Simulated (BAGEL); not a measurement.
# CASPT2(6,6)/aug-cc-pVTZ (density fitting with cc-pvqz-jkfit) run of SiH2 (SMILES [SiH2])

Aim: the vertical electron affinity of SiH2 at CASPT2(6,6)/aug-cc-pVTZ (density fitting with cc-pvqz-jkfit), from 2 runs. 

The calculation is run with BAGEL 1.2.2.

3 further runs of the same task are left out: 3 set aside as unsound or not needed. Runs told in other sessions of the task aren't counted.

### 1 Starting point

The species is SiH2 (3 atoms), meant as a singlet with charge 0. SMILES: `[SiH2]`. The coordinates come from a PBE0-D4/def2-TZVP relaxation.

Bond lengths: Si1–H2 1.525 Å, Si1–H3 1.525 Å. Angles: H2–Si1–H3 91.2°.

### 2 The energy at CASPT2(6,6)/aug-cc-pVTZ (density fitting with cc-pvqz-jkfit)

caspt2.json reads:

```json
{ "bagel": [

{
  "title": "molecule",
  "basis": "aug-cc-pvtz.json",
  "df_basis": "cc-pvqz-jkfit",
  "angstrom": "true",
  "geometry": [
    { "atom": "Si", "xyz": [   -0.491200,    0.468600,   -0.213600 ] },
    { "atom": "H", "xyz": [    0.840300,    0.578600,    0.522500 ] },
    { "atom": "H", "xyz": [   -0.349100,   -1.047200,   -0.308900 ] }
  ]
},
{
  "title": "hf"
},
{
  "title": "casscf",
  "nstate": 1,
  "nact": 6,
  "nclosed": 5,
  "maxiter": 200,
  "natocc": "true"
},
{
  "title": "print",
  "file": "orbitals.molden",
  "orbitals": "true"
},
{
  "title": "smith",
  "method": "caspt2",
  "ms": "true",
  "xms": "true",
  "sssr": "true",
  "shift": 0.0,
  "ncore": 5
}

]}
```

The basis set aug-cc-pVTZ is read from a file made from the Basis Set Exchange's data (not shown).

Started as:

```console
$ BAGEL_NUM_THREADS=1 BAGEL caspt2.json > caspt2.out
```

Log:

```text
* using 1 threads per process

  ===============================================================
  ===============================================================

  *** Geometry ***

  { "atom" : "Si", "xyz" : [     -0.928233,      0.885526,     -0.403646 ] },
  { "atom" : "H", "xyz" : [      1.587937,      1.093396,      0.987382 ] },
  { "atom" : "H", "xyz" : [     -0.659703,     -1.978921,     -0.583736 ] },

  Number of auxiliary basis functions:      250

  Since a DF basis is specified, we compute 2- and 3-index integrals:
    o Being stored without compression. Storage requirement is 0.018 GB

  Number of basis functions:       96
  Number of electrons      :       16

    * METHOD: MOLECULE                             0.07

  *** RHF ***

  === Nuclear Repulsion ===
     9.9562460366

      * DIIS with orbital gradients will be used.

  === RHF iteration (aug-cc-pvtz.json) ===
      0       -290.01273758          0.00627862           0.01
      1       -290.02855595          0.00190346           0.01
      2       -290.03034801          0.00038207           0.02
      3       -290.03044654          0.00009333           0.02
      4       -290.03045261          0.00001363           0.01
      5       -290.03045271          0.00000260           0.02
      6       -290.03045271          0.00000037           0.02
      7       -290.03045271          0.00000005           0.02
      8       -290.03045271          0.00000001           0.02
      9       -290.03045271          0.00000000           0.02
    * SCF iteration converged.

    * Permanent dipole moment:
           (   -0.066830,     0.063725,    -0.029065) a.u.

    * METHOD: HF                                   0.21

  ---------------------------
      CASSCF calculation
  ---------------------------

    * nstate   :      1
    * nclosed  :      5
    * nact     :      6
    * nvirt    :     85
  === CASSCF iteration (aug-cc-pvtz.json) ===

    * Using the second-order algorithm

      0  0      -290.03383742     7.38e-04      0.02

      1  0      -290.04804861     1.24e-03      0.11

      2  0      -290.05224283     5.63e-04      0.12

      3  0      -290.05902253     9.75e-04      0.12

      4  0      -290.07335461     1.00e-03      0.13

      5  0      -290.08108943     4.35e-04      0.15

      6  0      -290.08162708     1.22e-04      0.17

      7  0      -290.08166452     6.42e-05      0.17

      8  0      -290.08167113     3.38e-05      0.17

      9  0      -290.08167269     1.74e-05      0.18

     10  0      -290.08167308     8.89e-06      0.19

     11  0      -290.08167318     4.52e-06      0.19

     12  0      -290.08167321     2.29e-06      0.19

     13  0      -290.08167321     1.16e-06      0.19

     14  0      -290.08167322     5.90e-07      0.19

     15  0      -290.08167322     3.00e-07      0.19

     16  0      -290.08167322     1.52e-07      0.18

     17  0      -290.08167322     7.73e-08      0.17

     18  0      -290.08167322     3.93e-08      0.17

     19  0      -290.08167322     1.99e-08      0.16

     20  0      -290.08167322     1.01e-08      0.14

     21  0      -290.08167322     5.16e-09      0.13

    * Second-order optimization converged. *

     guess   0:   closed 111...               open ......

  === FCI iteration ===

      0  0      -290.02915231     1.12e-02      0.00
      1  0      -290.07812036     3.62e-03      0.00
      2  0      -290.08155088     7.00e-04      0.00
      3  0      -290.08166575     1.58e-04      0.00
      4  0      -290.08167266     4.89e-05      0.00
      5  0      -290.08167319     1.06e-05      0.00
      6  0      -290.08167321     2.50e-06      0.00
      7  0      -290.08167322     5.17e-07      0.00
      8  0      -290.08167322     8.64e-08      0.00
      9  0      -290.08167322     1.42e-08      0.00
     10  0      -290.08167322     2.59e-09      0.00
     11  0      -290.08167322     4.70e-10      0.00
     12  0 *    -290.08167322     9.71e-11      0.00

     * ci vector, state   0, <S^2> = -0.0000
       222...     0.9648444260
       22.2..    -0.2130959745
       2.2.2.    -0.0671906759
       2.2..2    -0.0517588778

    * METHOD: CASSCF                               3.43

    * METHOD: PRINT                                0.02

  === SMITH program ===

    * freezing 5 orbitals

    * Approximate memory requirement for SMITH calulation per MPI process:
      o Storage requirement for T-amplitude, lambda, and residual is 0.00 GB
      o Storage requirement for MO integrals is 0.00 GB
    * Calculating and saving rdm4f

    * Zeroth order energy : state  0       -2.7800979805

    * CASPT2 iteration is performed using redundant basis

      ---- iteration ----

        0    -0.07265719     0.00544186      0.06
        1    -0.07365851     0.00075228      0.05
        2    -0.07370047     0.00012512      0.06
        3    -0.07370111     0.00001796      0.06
        4    -0.07370115     0.00000361      0.06
        5    -0.07370115     0.00000053      0.06

      -------------------

    * CASPT2 energy : state  0     -290.1553743627
        reference weight              0.9663599787

    * METHOD: SMITH                                0.51

  ===============================================================
```

It took 4.5 s on 1 thread of Arm Neoverse V1, shared host.

### 3 The doublet anion, same level

input.json reads:

```json
{ "bagel": [

{
  "title": "molecule",
  "basis": "aug-cc-pvtz.json",
  "df_basis": "cc-pvqz-jkfit",
  "angstrom": true,
  "geometry": [
    { "atom": "Si", "xyz": [   -0.491200,    0.468600,   -0.213600 ] },
    { "atom": "H", "xyz": [    0.840300,    0.578600,    0.522500 ] },
    { "atom": "H", "xyz": [   -0.349100,   -1.047200,   -0.308900 ] }
  ]
},
{ "title": "hf" },
{ "title": "casscf", "nstate": 1, "nact": 6, "nclosed": 5, "charge": -1, "nspin": 1, "maxiter": 200, "natocc": true },
{ "title": "print", "file": "orbitals.molden", "orbitals": true },
{ "title": "smith", "method": "caspt2", "ms": true, "xms": true, "sssr": true, "shift": 0.0, "ncore": 5 }

]}
```

The basis set aug-cc-pVTZ is read from a file made from the Basis Set Exchange's data (not shown).

Started as:

```console
$ BAGEL_NUM_THREADS=1 BAGEL input.json > input.out
```

Log:

```text
* using 1 threads per process

  ===============================================================
  ===============================================================

  *** Geometry ***

  { "atom" : "Si", "xyz" : [     -0.928233,      0.885526,     -0.403646 ] },
  { "atom" : "H", "xyz" : [      1.587937,      1.093396,      0.987382 ] },
  { "atom" : "H", "xyz" : [     -0.659703,     -1.978921,     -0.583736 ] },

  Number of auxiliary basis functions:      250

  Since a DF basis is specified, we compute 2- and 3-index integrals:
    o Being stored without compression. Storage requirement is 0.018 GB

  Number of basis functions:       96
  Number of electrons      :       16

    * METHOD: MOLECULE                             0.07

  *** RHF ***

  === Nuclear Repulsion ===
     9.9562460366

      * DIIS with orbital gradients will be used.

  === RHF iteration (aug-cc-pvtz.json) ===
      0       -290.01273758          0.00627862           0.01
      1       -290.02855595          0.00190346           0.01
      2       -290.03034801          0.00038207           0.01
      3       -290.03044654          0.00009333           0.01
      4       -290.03045261          0.00001363           0.01
      5       -290.03045271          0.00000260           0.01
      6       -290.03045271          0.00000037           0.01
      7       -290.03045271          0.00000005           0.01
      8       -290.03045271          0.00000001           0.01
      9       -290.03045271          0.00000000           0.01
    * SCF iteration converged.

    * Permanent dipole moment:
           (   -0.066830,     0.063725,    -0.029065) a.u.

    * METHOD: HF                                   0.20

  ---------------------------
      CASSCF calculation
  ---------------------------

    * nstate   :      1
    * nclosed  :      5
    * nact     :      6
    * nvirt    :     85
  === CASSCF iteration (aug-cc-pvtz.json) ===

    * Using the second-order algorithm

      0  0      -290.03519528     7.70e-03      0.02

      1  0      -290.04826513     6.22e-04      0.12

      2  0      -290.05890518     1.10e-03      0.14

[... 39 lines of this table left out ...]

     23  0      -290.07747447     7.73e-09      0.13

    * Second-order optimization converged. *

     guess   0:   closed 111...               open ...1..

  === FCI iteration ===

      0  0      -290.04718758     1.09e-02      0.00
      1  0      -290.07668514     2.10e-03      0.00
      2  0      -290.07744465     3.60e-04      0.00
      3  0      -290.07747159     1.11e-04      0.00
      4  0      -290.07747432     2.68e-05      0.00
      5  0      -290.07747446     6.55e-06      0.00
[... 5 lines of this table left out ...]
     11  0      -290.07747447     2.98e-10      0.00
     12  0 *    -290.07747447     6.40e-11      0.00

     * ci vector, state   0, <S^2> = 0.7500
       222a..     0.9868049854
       22.a2.     0.0677298711
       22.a.2     0.0561541299
       2ababa     0.0519389310
       2baaab     0.0518162276
       2.2a.2     0.0508069115

    * METHOD: CASSCF                               3.44

    * METHOD: PRINT                                0.02

  === SMITH program ===

    * freezing 5 orbitals

    * Approximate memory requirement for SMITH calulation per MPI process:
      o Storage requirement for T-amplitude, lambda, and residual is 0.00 GB
      o Storage requirement for MO integrals is 0.00 GB
    * Calculating and saving rdm4f

    * Zeroth order energy : state  0       -1.3493143651

    * CASPT2 iteration is performed using redundant basis

      ---- iteration ----

        0    -0.11195849     0.00600141      0.06
        1    -0.11347823     0.00089829      0.05
        2    -0.11356416     0.00016858      0.05
        3    -0.11356593     0.00003045      0.05
        4    -0.11356606     0.00000712      0.06
        5    -0.11356606     0.00000119      0.06
        6    -0.11356606     0.00000028      0.06

      -------------------

    * CASPT2 energy : state  0     -290.1910405334
        reference weight              0.9341319551

    * METHOD: SMITH                                0.56

  ===============================================================
```

Run time: 4.5 s. Hardware: 1 thread of Arm Neoverse V1, shared host.

### 4 What came out

Level: CASPT2(6,6)/aug-cc-pVTZ (density fitting with cc-pvqz-jkfit), 5 core orbitals frozen.

| quantity | value |
| --- | --- |
| singlet SiH2: total energy | -290.15537 Eh |
| doublet anion: total energy | -290.19104 Eh |
| vertical electron affinity (to the doublet anion) | 0.971 eV |

In words: At fixed nuclei the extra electron is bound by 0.97 eV (22.4 kcal/mol).
